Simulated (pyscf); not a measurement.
## Four-centre exchange: H₃C–CH₂–SiH₃ (SMILES CC[SiH3]) + H₂ (SMILES [H][H]) → H₃C–CH₂–SiH₃ (SMILES CC[SiH3]) + H₂ (SMILES [H][H])

Gas phase, singlet surface, charge 0. Bonds broken: Si3–H9, H12–H13. Bonds formed: Si3–H12, H9–H13. Optimised with ωB97X-D3(BJ)/def2-SVP in PySCF.

Transition state (Å):

```xyz
13

C     -1.5905    -0.2147    -1.1524
C     -0.2070     0.0106    -0.5325
Si    -0.3255     0.8088     1.1805
H     -2.1994    -0.9053    -0.5448
H     -1.5163    -0.6464    -2.1633
H     -2.1533     0.7294    -1.2360
H      0.3586    -0.9320    -0.4372
H      0.4018     0.6712    -1.1763
H      0.3464     2.0223     2.2665
H     -0.7034    -0.1075     2.2867
H     -1.4147     1.8347     0.9477
H      1.4082     0.4804     1.3598
H      1.0643     1.3647     1.8857
```

One imaginary mode, 1781i cm⁻¹; descent along it reached the two sides named.

```csv
bond,change,reactant side (Å),saddle,product side
Si3–H9,breaks,1.494,1.762,3.4
H12–H13,breaks,0.760,1.085,3.2
Si3–H12,forms,3.6,1.774,1.494
H9–H13,forms,2.9,1.045,0.760
```

Electronic energies relative to the separated reactants (kJ/mol):

```
level                   barrier  reaction energy  reverse barrier
----------------------  -------  ---------------  ---------------
ωB97X-D3(BJ)/def2-TZVP    285.0              0.0            285.0
PBE/def2-TZVP             252.7              0.0            252.7
r²SCAN/def2-TZVP          264.4              0.0            264.4
B3LYP-D3(BJ)/def2-TZVP    279.8              0.0            279.8
PBE0-D3(BJ)/def2-TZVP     262.9              0.0            262.9
M06-2X/def2-TZVP          292.7              0.0            292.7
ωB97M-D3(BJ)/def2-TZVP    280.7              0.0            280.7
HF/def2-TZVP              350.6              0.0            350.6
```

With ωB97M-D3(BJ)/def2-TZVP energies and thermal terms (ideal gas, 1 atm, RRHO with modes under 100 cm⁻¹ raised to 100, one conformer, R ln 2 for chiral ones without a mode under 150 cm⁻¹), in kJ/mol:

| T (K) | ΔH‡ | ΔG‡ | ΔH | ΔG |
|---|---|---|---|---|
| 298 | 281.3 | 315.9 | 0.0 | 0.0 |
| 600 | 277.5 | 352.7 | 0.0 | 0.0 |
| 900 | 276.9 | 390.5 | 0.0 | 0.0 |
| 1200 | 277.8 | 428.2 | 0.0 | 0.0 |

At the saddle there is also a short H–Si contact that neither side keeps. H₃C–CH₂–SiH₃ lies 53.6 kJ/mol over its isomer H₃C–SiH₂–CH₃ (electronic energy, ωB97M-D3(BJ)/def2-TZVP). This is the saddle that the search found; another between the same sides may lie lower.
